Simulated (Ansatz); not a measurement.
Gas-phase reaction in SMILES: [CH2]CN -> [CH2]NC

Property: isomerisation energy (enthalpy at 298 K), in kcal/mol. Conventions: open shells spin-unrestricted; 6-311+G** with 5d; spin-orbit terms left out; LANL2DZ all-electron up to Ne; non-relativistic; 6-31G* and kin with 6d, 5d where marked; frozen cores in correlated levels; no dispersion term unless named. Basis-set limits of correlation are two-point, X^-3; Hartree-Fock from the larger set. [CCSD(T)-MP2]/basis is that difference in the basis named. Ab initio and DFT rows: single points at B3LYP-D3(BJ) geometries (Ansatz, an electronic-structure program), with unscaled harmonic terms from B3LYP/6-31G* at its own minima.

Coupled cluster (Ansatz) is a level with limits of its own, used here on species with T1 under 0.025 (0.045 for open shells) and stable references: RI-MP2/CBS(cc-pVTZ,cc-pVQZ)+[CCSD(T)-MP2]/cc-pVTZ.

Value to compare with, RI-MP2/CBS(cc-pVTZ,cc-pVQZ)+[CCSD(T)-MP2]/cc-pVTZ (Ansatz): -1.0 kcal/mol.

```json
[
 {"level": "PBE/STO-3G", "program": "Ansatz", "isomerisation energy (enthalpy at 298 K) (kcal/mol)": "-8.7", "difference": "-7.7"},
 {"level": "PBE/3-21G", "program": "Ansatz", "isomerisation energy (enthalpy at 298 K) (kcal/mol)": "-6.5", "difference": "-5.5"},
 {"level": "PBE/LANL2DZ", "program": "Ansatz", "isomerisation energy (enthalpy at 298 K) (kcal/mol)": "-5.0", "difference": "-4.0"},
 {"level": "PBE/6-31G*", "program": "Ansatz", "isomerisation energy (enthalpy at 298 K) (kcal/mol)": "-4.0", "difference": "-3.0"},
 {"level": "PBE/def2-SVP", "program": "Ansatz", "isomerisation energy (enthalpy at 298 K) (kcal/mol)": "-4.7", "difference": "-3.7"},
 {"level": "PBE/6-311+G**", "program": "Ansatz", "isomerisation energy (enthalpy at 298 K) (kcal/mol)": "-2.7", "difference": "-1.7"},
 {"level": "PBE/def2-TZVPD", "program": "Ansatz", "isomerisation energy (enthalpy at 298 K) (kcal/mol)": "-2.9", "difference": "-1.9"}
]
```

Among the 6 habitual levels, PBE/STO-3G lies farthest from RI-MP2/CBS(cc-pVTZ,cc-pVQZ)+[CCSD(T)-MP2]/cc-pVTZ (Ansatz) (-7.7 kcal/mol) and PBE/6-311+G** nearest (-1.7); 0 of 6 lie above it, and their mean absolute difference is 4.3 kcal/mol, the median 3.9. One case shows no general order.

The sets are all those run for this method; runs whose electronic state is in doubt are left out.
